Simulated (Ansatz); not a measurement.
Reaction (SMILES): PP (P2H4) + [H][H] (H2) → 2 P (PH3)
B3LYP-D3(BJ)/def2-TZVP geometries, fixed; electronic energies without zero-point terms.

Basis-set convergence of the energy of full hydrogenation at B3LYP with Ansatz (a quantum-chemistry and plane-wave program). Cartesian d functions, on some or all atoms, in 6-31G*, 6-31+G*, 6-311G**, 6-311+G**; all else is spherical. The program fits the integrals of some runs and decomposes those of others, by size. No added dispersion term, no relativity. Functions are those of the species that has most. Reference: the value in aug-pcseg-3, -6.66 kcal/mol, itself unsure by roughly 0.04 kcal/mol (its mean distance from aug-cc-pV(Q+d)Z, cc-pV(5+d)Z, def2-QZVPPD). Deviations are taken from unrounded values.

| basis | functions | energy of full hydrogenation (kcal/mol) |
|---|---|---|
| 6-31G* | 46 | -6.43 |
| 6-31+G* | 54 | -7.20 |
| def2-SVP | 56 | -8.59 |
| def2-SVPD | 80 | -8.64 |
| pcseg-1 | 56 | -7.93 |
| aug-pcseg-1 | 90 | -7.49 |
| cc-pV(D+d)Z | 66 | -7.78 |
| aug-cc-pV(D+d)Z | 100 | -8.03 |
| 6-311G** | 78 | -8.36 |
| 6-311+G** | 86 | -8.16 |
| def2-TZVP | 98 | -6.46 |
| def2-TZVPD | 122 | -6.53 |
| pcseg-2 | 124 | -7.31 |
| aug-pcseg-2 | 192 | -6.80 |
| cc-pV(T+d)Z | 134 | -6.64 |
| aug-cc-pV(T+d)Z | 202 | -6.73 |
| def2-TZVPP | 140 | -6.63 |
| def2-TZVPPD | 164 | -6.66 |
| cc-pV(Q+d)Z | 248 | -6.73 |
| aug-cc-pV(Q+d)Z | 362 | -6.76 |
| def2-QZVPP | 260 | -6.65 |
| def2-QZVPPD | 284 | -6.65 |
| pcseg-3 | 260 | -6.67 |
| aug-pcseg-3 | 374 | -6.66 |

What the diffuse functions change, pair by pair:
- 6-31G* to 6-31+G*: 8 more functions, deviation 0.24 to -0.54 kcal/mol
- def2-SVP to def2-SVPD: 24 more functions, deviation -1.92 to -1.98 kcal/mol
- pcseg-1 to aug-pcseg-1: 34 more functions, deviation -1.27 to -0.82 kcal/mol
- cc-pV(D+d)Z to aug-cc-pV(D+d)Z: 34 more functions, deviation -1.11 to -1.37 kcal/mol
- 6-311G** to 6-311+G**: 8 more functions, deviation -1.69 to -1.50 kcal/mol
- def2-TZVP to def2-TZVPD: 24 more functions, deviation 0.20 to 0.13 kcal/mol
- pcseg-2 to aug-pcseg-2: 68 more functions, deviation -0.64 to -0.14 kcal/mol
- cc-pV(T+d)Z to aug-cc-pV(T+d)Z: 68 more functions, deviation 0.02 to -0.07 kcal/mol
- def2-TZVPP to def2-TZVPPD: 24 more functions, deviation 0.03 to 0.01 kcal/mol
- cc-pV(Q+d)Z to aug-cc-pV(Q+d)Z: 114 more functions, deviation -0.06 to -0.09 kcal/mol
- def2-QZVPP to def2-QZVPPD: 24 more functions, deviation 0.02 to 0.01 kcal/mol
- pcseg-3 to aug-pcseg-3: 114 more functions, deviation 0.00 to 0.00 kcal/mol

Leaving out the reference's own pair, they bring the value nearer the reference by more than 0.04 kcal/mol in 4 of 11 pairs.
